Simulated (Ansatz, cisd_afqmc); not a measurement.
Species: HO2, charge 0, doublet. HO2 (SMILES [O]O, doublet).
B3LYP-D3(BJ)/def2-TZVP minimum from Ansatz (a first-principles code):
```
O
H 1 0.9780
O 1 1.3260 2 105.56
```
Charge 0, spin multiplicity 2.

Total energies in cc-pVDZ, 13 correlated electrons, 2 frozen orbitals. UHF or UKS for unpaired electrons; spin-orbit terms are left out. Cores are frozen in correlated methods. No relativity. AFQMC is phaseless with a CISD trial state; ± is one standard error, without the phaseless bias. Outlying blocks are dropped, and bars are widened where a walk drifts. Over all cases where full CI ran beside it in this data, AFQMC minus full CI had a median of +0.1 mEh and passed +0.4 mEh in a tenth of the cases.

```tsv
method	program	energy (Eh)	minus CCSDTQ (mEh)
HF	Ansatz	-150.18730	373.00
MP2	Ansatz	-150.52990	30.40
CCSD	Ansatz	-150.54988	10.42
CCSD(T)	Ansatz	-150.55849	1.82
CCSDT(Q)	Ansatz	-150.56046	-0.16
CCSDTQ	Ansatz	-150.56030	0.00
AFQMC/CISD	cisd_afqmc	-150.5594 ± 0.0004	0.9 ± 0.4
```

Rough core times of Ansatz's runs on a shared machine: CCSD(T) under 20 s, CCSDT(Q) 50 s, CCSDTQ 40 min.
